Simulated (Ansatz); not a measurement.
Geometry optimisation, RKS PBE-D4/def2-SVP in Ansatz.

Input:

```yaml
crystal:
  periodic: [false, false, false]
  atoms:
    - { symbol: Al, position_ang: [0.007261, 0.211111, 0.03043] }
    - { symbol: H, position_ang: [-0.071269, 0.309942, 1.598472] }
    - { symbol: H, position_ang: [1.430132, 0.24661, -0.69971] }
    - { symbol: H, position_ang: [-1.341244, 0.087375, -0.821799] }
    - { symbol: P, position_ang: [0.168087, -2.980834, 1.387804] }
    - { symbol: H, position_ang: [-0.657599, -3.030536, 0.206857] }
    - { symbol: H, position_ang: [1.388232, -2.86262, 0.629935] }
    - { symbol: H, position_ang: [0.0241, -1.558947, 1.554012] }
basis:
  gaussian: { orbitals: def2-SVP }
hamiltonian:
  xc: pbe
  dispersion: d4
relax:
  f_tol: 0.03
  max_steps: 50
```

Command:

```bash
$ ansatz run input.yaml --threads 1 --pin off --max-ram 2048MiB --backend cpu --events-out ev --progress --plain --runs-dir out
```

Where does it end, and by what steps?

The forces met the threshold. After 7 steps the energy has fallen by 0.133 eV; H2 moved furthest, 0.39 Å.

```csv
step,energy less start (eV),largest force component (eV/Å),accepted
0,0.0000,0.382,yes
1,-0.0601,0.113,yes
2,-0.0885,0.384,yes
3,-0.1156,0.462,yes
4,-0.1217,0.169,yes
5,-0.1266,0.142,yes
6,-0.1323,0.069,yes
7,-0.1333,0.026,yes
```

```xyz
8
Properties=species:S:1:pos:R:3
Al 0.020 0.034 0.129
H -0.083 0.701 1.588
H 1.451 -0.093 -0.578
H -1.323 -0.253 -0.696
P 0.174 -2.963 1.197
H -0.661 -2.757 0.042
H 1.385 -2.633 0.495
H -0.016 -1.613 1.709
```

Time of the run: 13 s on 1 thread of Arm Neoverse V1, on a shared host, peak memory 0.11 GiB.
